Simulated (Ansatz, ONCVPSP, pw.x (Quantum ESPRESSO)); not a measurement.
Equation-of-state test of one ONCV potential (tungsten)

ONCVPSP 4.0.1.1 (patched build) input, shortened (lines: element, Z, core and valence counts, functional; n l f; lmax; l rc ep ncon nbas qcut; lloc lpopt rc5 dvloc0; l nproj debl; icmod fcfact rcfact), PBEsol, scalar-relativistic:

```
  W 74.00   10    4  -116133      upf
    1    0    2.00
    2    0    2.00
    2    1    6.00
    3    0    2.00
    3    1    6.00
    3    2   10.00
    4    0    2.00
    4    1    6.00
    4    2   10.00
    4    3   14.00
    5    0    2.00
    5    1    6.00
    5    2    4.50
    6    0    1.50
    2
    0    1.78    0.00    3    7    6.60
    1    1.72    0.00    3    6    7.80
    2    3.20    0.00    4    8    5.10
    4    4    1.32    0.00
    0    2    1.50
    1    2    1.40
    2    2    3.00
    0    0.00    0.00
```

In the p channel the program set the typed energies aside and used -1.554, 0.250 Ha.

Crystal test: fcc W in pw.x 7.5, no spin, 14³ k-points, Fermi–Dirac smearing 0.01 Ry, cutoffs 55/220 Ry. The reference is all-electron LAPW (Ansatz 0.2.0) with the same functional, mesh and smearing; V0 and B0 come from Birch–Murnaghan fits to the pressures at five volumes. Errors are pseudo minus all-electron; Δ is the rms difference of the E(V) curves that follow from these fits, minima aligned, over ±6 % about the mean V0. Mesh and smearing are coarse, so the numbers serve the comparison and aren't converged zero-temperature values; the lattice is a test structure that the element need not adopt.

| V (Å³/atom) | P all-electron (GPa) | P pseudo (GPa) |
| --- | --- | --- |
| 15.195 | 17.15 | 14.71 |
| 15.595 | 8.12 | 6.18 |
| 15.995 | 0.14 | -1.40 |
| 16.395 | -6.90 | -8.11 |
| 16.795 | -13.11 | -14.05 |

All-electron: a0 = 4.000 Å (V0 = 16.00 Å³/atom), B0 = 298.8 GPa.

Pseudopotential: mean pressure error (GPa): -1.62; a0 (Å): 3.993; a0 error (%): -0.18; B0 error (%): -2.9; Δ (meV/atom): 5.7. The largest radius (3.20 bohr) exceeds half the bond length (2.67 bohr), so the spheres overlap, which is one possible source of error among others.

Task: At the middle volume, how do free energy and pressure move when the wave cutoff is lowered (ecutrho kept at four times it)?

Result:

```
cutoff (Ry)  shift of F (meV/atom)  shift of P (GPa)
         25                 +809.3            -11.56
         33                 +321.7            -10.01
         44                  +38.7             -2.62
```

The run at the middle volume (104 k-points, 7 iterations) took about 19 s on one core of a shared host (Neoverse-N1, 64 threads, 124 GiB, load 59).
